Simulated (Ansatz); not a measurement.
Molecule (SMILES): OO (H2O2).
Atoms: O1, O2, H3, H4. Bonds: O1-O2, O1-H3, O2-H4.

Basis-set convergence of the highest harmonic wavenumber at PBE0 with Ansatz (a quantum-chemistry and plane-wave program). Each level at its own minimum, finite differences of forces, unscaled; the reference is a large set that could be run, not a limit. Cartesian d functions, on some or all atoms, in 6-31G*, 6-31+G*; all else is spherical. The program fits the integrals of some runs and decomposes those of others, by size. Core-valence sets carry the plain set on hydrogen. No added dispersion term, no relativity. Reference: the value in aug-pcseg-2, 3825 cm⁻¹, itself unsure by roughly 6 cm⁻¹ (its mean distance from aug-cc-pVTZ, def2-TZVPPD). Deviations are taken from unrounded values. Cost is core time over that of 6-311+G**, rough, on shared machines of one kind; a dash marks a row that isn't timed (too short, read off another run, short of memory, by another algorithm or on other hardware).

| basis | functions | highest harmonic wavenumber (cm⁻¹) | minus reference (cm⁻¹) | cost |
|---|---|---|---|---|
| def2-SV(P) | 32 | 3687 | -138 | - |
| 6-31G* | 34 | 3774 | -51 | - |
| cc-pVDZ | 38 | 3779 | -45 | 0.6× |
| def2-SVP | 38 | 3826 | 1 | 0.6× |
| 6-31+G* | 42 | 3770 | -55 | 0.7× |
| 6-311+G** | 56 | 3835 | 10 | 1× |
| def2-SVPD | 62 | 3832 | 7 | 1× |
| aug-cc-pVDZ | 64 | 3810 | -15 | 0.9× |
| aug-pcseg-1 | 64 | 3791 | -34 | 1× |
| 6-311++G(2d,2p) | 74 | 3837 | 13 | 2× |
| cc-pVTZ | 88 | 3824 | -1 | 2× |
| pcseg-2 | 88 | 3828 | 3 | 1× |
| def2-TZVPD | 98 | 3805 | -20 | 2× |
| 6-311++G(3df,3pd) | 114 | 3826 | 1 | 3× |
| cc-pCVTZ | 114 | 3817 | -7 | 2× |
| def2-TZVPPD | 114 | 3827 | 2 | 2× |
| aug-cc-pVTZ | 138 | 3814 | -11 | 5× |
| aug-pcseg-2 | 138 | 3825 | 0 | 4× |
